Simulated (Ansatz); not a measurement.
A made-up structure of CH5NSi, singlet:

C1  (-0.624, 0.334, -0.622)
N2  (0.558, -0.772, 0.228)
Si3  (-0.337, 0.577, 0.823)
H4  (-1.657, 0.066, -0.830)
H5  (-0.217, 1.048, -1.338)
H6  (0.226, 1.841, 1.142)
H7  (1.548, -0.676, 0.001)
H8  (0.323, -1.685, 0.616)
(Å)

It is relaxed with PBE-D4/def2-SVP and then PBE0-D4/def2-TZVP (Ansatz 0.2.0). Atoms count as bonded within 1.22 times the sum of their covalent radii (H–H: 0.88 Å). The end point is not checked to be a true minimum.

Task: Does its bonding change? (A judgement: the text doesn't fix the answer.)

Result: The calculation gives: Yes. Formed: C1–N2; broken: none.

Where it ends: The first stage lowers the energy by 5.75 eV in 10 steps. It ends as CH₅NSi ([CH2]1[NH2][SiH]1):
| atom | x (Å) | y (Å) | z (Å) |
| --- | --- | --- | --- |
| C1 | -0.5897 | 0.2656 | -0.5524 |
| N2 | 0.3892 | -0.5635 | 0.2036 |
| Si3 | -0.5771 | 0.7554 | 1.3018 |
| H4 | -1.4078 | -0.3385 | -0.9344 |
| H5 | -0.1159 | 0.8476 | -1.3355 |
| H6 | 0.5876 | 1.7261 | 1.1066 |
| H7 | 1.3568 | -0.4120 | -0.0360 |
| H8 | 0.1778 | -1.5480 | 0.2675 |

Labels in which every atom is bracketed show which atoms are joined, not bond orders.

For scale, one of the runs: PBE0-D4/def2-TZVP relaxation, 129 basis functions, launched by `ansatz run in.yaml --threads 2 --pin off --events-out ev --progress --plain --max-ram 4352MiB`. The run took about 24 s on 2 CPU threads of an Arm Neoverse N1 (shared host).
